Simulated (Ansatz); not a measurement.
Input file:

```yaml
crystal:
  periodic: [false, false, false]
  atoms:
    - {symbol: Al, position_ang: [0.000000, 0.000000, 0.110806]}
    - {symbol: C, position_ang: [0.000000, 0.000000, -1.812723]}
    - {symbol: H, position_ang: [0.000000, 0.000000, 1.701917]}
basis:
  gaussian: {orbitals: 6-31G}
correlation: {method: sc_nevpt2, electrons: outside_noble_gas, active_space: {window: {electrons: 2, orbitals: 2}}}
magnetization: {spin_polarized: true, initial_magnetization: 0}
```

```sh
$ ansatz run in.yaml --threads 1 --pin off --events-out ev --progress --plain --max-ram 2393MiB
```

**Question.** One thing in this input was set wrong on purpose, beside settings that are merely unusual. What is the gravest fault, and what does the program do?

**Answer.** Active space on unrestricted orbitals. How the run ends: refused.
```
Error: invalid value for `correlation.active_space`: it starts from restricted Hartree–Fock orbitals; set hamiltonian.xc: hf without magnetization.spin_polarized
```
